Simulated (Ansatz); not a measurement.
**BC+ (singlet): from Hartree-Fock to the top rungs at distance B1–C2 = 1.376 Å, cc-pVDZ**

The task here is to estimate one member of a computed series from the others.

Computed with Ansatz 0.2.0, Gaussian basis. Level: cc-pVDZ, core rule «outside noble gas», up to 2 orbitals frozen.

The runs, in order: UHF; CCSD(T) on RHF; CCSD(T) on UHF; BCCD(T) on RHF; CISD; CCSDT(Q) on RHF; CCSDT(Q) on UHF; CCSDTQ on RHF; CASSCF and MRCISD+Q, 2 electrons in 2 orbitals; CASSCF and NEVPT2, 2 electrons in 2 orbitals; CASSCF and MRCISD+Q, 6 electrons in 8 orbitals; CASSCF and NEVPT2, 6 electrons in 8 orbitals; Full CI; Full CI in the symmetry of the determinant.

18 further runs of the same task are left out: 1 for a known fault of the program, 1 for a mislabelled method, 14 that didn't finish, 2 set aside as unsound or not needed.

### The geometry

The geometry derives from a PBE0/def2-TZVP stationary point (not a proven minimum). One bond is set to the value named and the two fragments are kept rigid.

2 atoms, charge 1, spin multiplicity 1.

Atoms are counted from 1 here; the program's logs count them from 0.

Bond lengths: B1–C2 1.376 Å.

Coordinates:

```
B     0.0000    0.0000    0.0000
C     0.0000    0.0000    1.3760
```

The first run:

The input, in.yaml:

```yaml
crystal:
  periodic: [false, false, false]
  atoms:
    - {symbol: B, position_ang: [0.000000, 0.000000, 0.000000]}
    - {symbol: C, position_ang: [0.000000, 0.000000, 1.376000]}
basis:
  gaussian: {orbitals: cc-pVDZ}
total_charge: 1
magnetization: {spin_polarized: true, initial_magnetization: 0}
hamiltonian: {xc: hf}
output: {orbitals: {seedname: orbitals}}
```

Command:

```
> ansatz run in.yaml --threads 1 --pin off --events-out ev --progress --plain --max-ram 2393MiB
```

Steps of the session up to this table: UHF; CCSD(T) on RHF; CCSD(T) on UHF; BCCD(T) on RHF; CISD; CCSDT(Q) on RHF; CCSDT(Q) on UHF; CCSDTQ on RHF; CASSCF and MRCISD+Q, 2 electrons in 2 orbitals; CASSCF and NEVPT2, 2 electrons in 2 orbitals; CASSCF and MRCISD+Q, 6 electrons in 8 orbitals; CASSCF and NEVPT2, 6 electrons in 8 orbitals; Full CI; Full CI in the symmetry of the determinant.

One table of the session follows, with a row left open; its other results are not shown here.

| method | from FCI (kcal/mol) |
| --- | --- |
| RHF | +147.99 |
| RMP2 | +43.37 |
| CISD | +28.31 |
| RCCSD | +17.07 |
| RCCSD(T) | +4.64 |
| BCCD(T) | +6.30 |
| RCCSDT | +3.89 |
| RCCSDT(Q) | ? |
| RCCSDTQ | +0.21 |
| CASSCF valence | +40.24 |
| NEVPT2 valence | +8.83 |
| MRCISD valence | +1.16 |
| MRCISD+Q valence | -0.04 |
| FCI | 0 |

Q: Estimate the row for RCCSDT(Q) from the others.

The run gave: from FCI (kcal/mol): +0.45. In the column «from FCI (kcal/mol)» it lies between RCCSDTQ (+0.21) and MRCISD valence (+1.16).

Left out of the table: CASSCF pair, NEVPT2 pair, MRCISD pair, MRCISD+Q pair (the active space lost an orbital or holds another state than full CI finds).

To keep in mind: The report flags that the cluster equations may have other roots. Left out of the table: UHF, UMP2, UCCSD, UCCSD(T), UCCSDT, UCCSDT(Q) (another determinant or state than the rows shown). The program flags BCCD(T), RCCSDT(Q), RCCSDTQ as in doubt, so those rows may rest on another solution; read them beside their warnings.
